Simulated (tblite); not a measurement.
C₅H₈N (doublet state).
Atom-mapped SMILES: `[CH2:1]=[N:2]/[CH:3]=[CH:4]/[CH:5][CH3:6]` (hydrogens: H7, H8 on C1; H9 on C3; H10 on C4; H11 on C5; H12, H13, H14 on C6)
Bond orders are those of one Lewis drawing.

Computed with GFN2-xTB (tblite), gas phase: L-BFGS steps from a force-field or distance-geometry start until the largest atomic force falls under 0.01 eV/Å.

Step 3: E = -478.6213 eV
```
atom  x, y, z in Å  |  force x, y, z in eV/Å
C1      3.0122    0.5463   -0.0450   -0.006  -0.393  -0.154
N2      2.0178    0.6360    0.7475    0.405   0.456  -0.214
C3      1.0483   -0.2566    0.8513   -0.368  -0.686   0.529
C4     -0.2799    0.1445    0.8933    0.459   0.438  -0.026
C5     -1.3611   -0.6591    0.7310    0.080   0.042  -0.488
C6     -2.5220   -0.0346    0.0550    0.024   0.263  -0.476
H7      3.0533   -0.2725   -0.7670    0.262   0.040  -0.056
H8      3.8078    1.2730   -0.0786   -0.182   0.045   0.260
H9      1.2245   -1.3339    0.8618    0.323   0.072  -0.101
H10    -0.4168    1.2182    0.8096   -0.098  -0.028   0.140
H11    -1.2615   -1.7249    0.6783    0.010  -0.271   0.333
H12    -2.9643   -0.7038   -0.6770   -0.190  -0.142   0.158
H13    -2.0684    0.7888   -0.4954   -0.536   0.283  -0.180
H14    -3.2907    0.3784    0.6931   -0.185  -0.117   0.275
```

Step 4: E = -478.6883 eV
```
atom  x, y, z in Å  |  force x, y, z in eV/Å
C1      3.0101    0.5323   -0.0478    0.073  -0.101  -0.056
N2      2.0183    0.6420    0.7414    0.015  -0.063  -0.023
C3      1.0492   -0.2674    0.8689    0.246   0.146   0.331
C4     -0.2679    0.1509    0.9075   -0.003   0.072  -0.286
C5     -1.3387   -0.6486    0.6769   -0.134  -0.251   0.115
C6     -2.5251   -0.0267    0.0477   -0.045   0.111  -0.224
H7      3.0675   -0.2724   -0.7744    0.195  -0.148  -0.106
H8      3.7938    1.2692   -0.0675   -0.058   0.097   0.168
H9      1.2382   -1.3292    0.8580    0.307  -0.269  -0.052
H10    -0.4228    1.2113    0.8139    0.019   0.305   0.150
H11    -1.2642   -1.7241    0.7008    0.021  -0.027   0.155
H12    -2.9685   -0.7077   -0.6659   -0.275  -0.166  -0.012
H13    -2.0892    0.7952   -0.5006   -0.457   0.520  -0.348
H14    -3.3013    0.3749    0.6990    0.097  -0.225   0.188
```

**Question.** Estimate the geometry and energy of step 5. (The exact step hangs on the optimiser's Hessian estimate; all steps are aligned on step 4, rigid shifts and turns removed.)

**Answer.** E = -478.7170 eV, largest force 0.714 eV/Å
```
atom  x, y, z in Å  |  force x, y, z in eV/Å
C1      3.0104    0.5256   -0.0495    0.091   0.009  -0.003
N2      2.0181    0.6425    0.7388    0.077  -0.120  -0.012
C3      1.0541   -0.2681    0.8808    0.188   0.109   0.223
C4     -0.2631    0.1546    0.9084   -0.252  -0.195  -0.353
C5     -1.3328   -0.6496    0.6578   -0.026   0.056   0.285
C6     -2.5270   -0.0221    0.0418   -0.029  -0.005  -0.148
H7      3.0761   -0.2749   -0.7790    0.161  -0.167  -0.076
H8      3.7876    1.2693   -0.0607   -0.018   0.093   0.117
H9      1.2483   -1.3320    0.8557    0.247  -0.171  -0.019
H10    -0.4248    1.2134    0.8180    0.060   0.315   0.132
H11    -1.2650   -1.7234    0.7118    0.016  -0.037   0.077
H12    -2.9746   -0.7119   -0.6619   -0.265  -0.103  -0.042
H13    -2.1044    0.8061   -0.5082   -0.439   0.461  -0.323
H14    -3.3036    0.3699    0.7040    0.189  -0.245   0.142
```

The energy changes by -0.0287 eV. The first-order estimate −F·Δx gives -0.0354 eV and the mean of the old and new forces, exact on a quadratic surface, -0.0287 eV. The step makes an angle of 49° with the force vector and moves no atom by more than 0.020 Å.

The cost below is that of the whole relaxation. On one thread, Intel Xeon at 2.70 GHz (x86_64) (shared host), this took 0.72 s.
